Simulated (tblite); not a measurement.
Input of a run (GFN2-xTB geometry optimisation, gas phase (tblite 0.8.0)), started from a force field or distance geometry:
```
{"job": {"kind": "relax", "xc": "GFN2-xTB", "basis": "xTB"}, "charge": 0, "multiplicity": 1}
C     -1.403000    -0.670200     0.391700
C     -0.572600     0.353000    -0.300700
Cl    -1.370900     1.546900    -1.211800
C      0.727200     0.440600    -0.278400
C      2.017700     0.513300    -0.239700
Cl     2.888600    -0.642300     0.645400
H     -2.003900    -1.227400    -0.339200
H     -0.793900    -1.379100     0.955800
H     -2.091000    -0.191600     1.101600
H      2.610700     1.261400    -0.747300
```

Output (eV, eV/Å):
```
step      E/eV     max force
  0    -531.94921    1.473
  1    -532.03266    0.968
  2    -532.08494    0.542
  3    -532.11532    0.795
  4    -532.18065    1.534
  5    -532.25349    1.514
  6    -532.83275    1.429
  7    -533.09985    1.984
  8    -533.31993    1.883
  9    -533.61596    1.722
 10    -533.74478    1.505
 11    -533.93203    1.645
 12    -534.07777    0.976
 13    -534.21311    0.884
 14    -534.25947    0.913
 15    -534.30664    0.863
 16    -534.35511    0.767
 17    -534.40128    0.823
 18    -534.43032    0.424
 19    -534.43945    0.242
 20    -534.44389    0.221
 21    -534.44981    0.270
 22    -534.45583    0.167
 23    -534.45736    0.125
 24    -534.45889    0.113
 25    -534.46073    0.171
 26    -534.46326    0.187
 27    -534.46540    0.116
 28    -534.46680    0.121
 29    -534.46798    0.128
 30    -534.46976    0.198
 31    -534.47201    0.189
 32    -534.47410    0.147
 33    -534.47588    0.131
 34    -534.47776    0.167
 35    -534.47958    0.205
 36    -534.48094    0.130
 37    -534.48159    0.061
 38    -534.48186    0.048
 39    -534.48212    0.078
 40    -534.48247    0.091
 41    -534.48282    0.064
 42    -534.48305    0.036
 43    -534.48321    0.031
 44    -534.48338    0.041
 45    -534.48358    0.049
 46    -534.48376    0.033
 47    -534.48387    0.026
 48    -534.48397    0.026
 49    -534.48410    0.038
 50    -534.48433    0.055
 51    -534.48465    0.063
 52    -534.48502    0.058
 53    -534.48539    0.051
 54    -534.48571    0.048
 55    -534.48596    0.041
 56    -534.48611    0.027
 57    -534.48621    0.024
 58    -534.48627    0.026
 59    -534.48632    0.019
 60    -534.48637    0.020
 61    -534.48641    0.021
 62    -534.48646    0.023
 63    -534.48656    0.033
 64    -534.48673    0.040
 65    -534.48701    0.042
 66    -534.48736    0.049
 67    -534.48767    0.058
 68    -534.48784    0.056
 69    -534.48800    0.044
 70    -534.48810    0.030
 71    -534.48820    0.018
 72    -534.48825    0.021
 73    -534.48828    0.014
 74    -534.48829    0.006
```

Problem. Summarise the run.

Solution. The energy falls by 245.0 kJ/mol over 74 L-BFGS steps, the largest force on an atom goes from 1.47 to 0.006 eV/Å, and the atoms move by 0.694 Å rms after alignment. The bond that changes most is C2–Cl3 (outer carbon of cumulated double bonds to vinyl chlorine), which lengthens by 0.049 Å. Bonds longer at the end by more than 0.005 Å: 2 of 9; shorter: 3. Among the angles that change most is Cl3–C2–C4, from 115.5° to 119.2°. The energy never rose by more than 1e-5 eV on the way. The first step brought 3 % of the lowering.

Problem. What are the final bond lengths?

Solution. C1–C2 1.491 Å, C2–Cl3 1.750 Å, C2=C4 1.299 Å, C4=C5 1.296 Å, C5–Cl6 1.738 Å, C1–H7 1.089 Å, C1–H8 1.087 Å, C1–H9 1.089 Å, C5–H10 1.079 Å. Numbering counts from 1 in the input's order; the species is `CC(Cl)=C=CCl`.

Hardware: an Arm Neoverse V2 with one thread, shared host with 96 logical CPUs at a one-minute load of 44. Cost: 0.31 s.

Its GFN2-xTB frequencies are all real (lowest 84 cm⁻¹).

These are computed values.
